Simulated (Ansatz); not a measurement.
**BSiH$_{2}$⁺, triplet: from triple and quadruple zeta to the limit**

```
atom   x (Å)    y (Å)    z (Å)
  Si  0.0000  -0.0053   0.5948
   B  0.0000  -0.0779  -1.2479
   H  0.0000   1.1505  -0.7602
   H  0.0000  -0.1670  -2.4296
```

Connectivity, by distances: Si–BH, 1 bridging H.

Ansatz 0.2.0, UHF determinant, valence electrons correlated. Energies in eV.

```tsv
set	X	functions	Hartree–Fock	MP2 correlation	CCSD(T) correlation	time
def2-TZVPP	3	101	-8554.8093	-4.2435	-5.3681	13 s on 1 × NVIDIA H100 80GB HBM3 with 1 thread of AMD EPYC 7R13 Processor (Zen 3), with other jobs on the host
def2-QZVPP	4	187	-8555.0680	-4.5142	-5.5875	15 s on 1 × NVIDIA H100 80GB HBM3 with 1 thread of AMD EPYC 7R13 Processor (Zen 3), on a shared host
```

Hartree–Fock is taken to follow E(X) = E∞ + A·exp(−7.88·√X), correlation E(X) = E∞ + B·X^−2.97.

Cautions: another spin lies lower.

**Question.** Work out the CCSD(T) energy at the limit, and how far the shortcut misses it that extrapolates MP2 and adds CCSD(T) minus MP2 from the smaller set.

**Answer.** Hartree–Fock: E∞ = E4 + 0.1377·(E4 − E3) = -8555.1037. Correlation: E∞ = E4 + 0.7407·(E4 − E3) = -5.7499 for CCSD(T) and -4.7147 for MP2. The limit is -8560.8536 eV, 0.198 eV below def2-QZVPP. The shortcut gives a correlation energy of -4.7147 + (-1.1246) = -5.8393, 89 meV lower than the direct value.

Past Ne part of the Hartree–Fock step between the two sets comes from the cores, which don't follow the formula, so the 36 meV that it adds to the total can overshoot; that part largely cancels in differences.
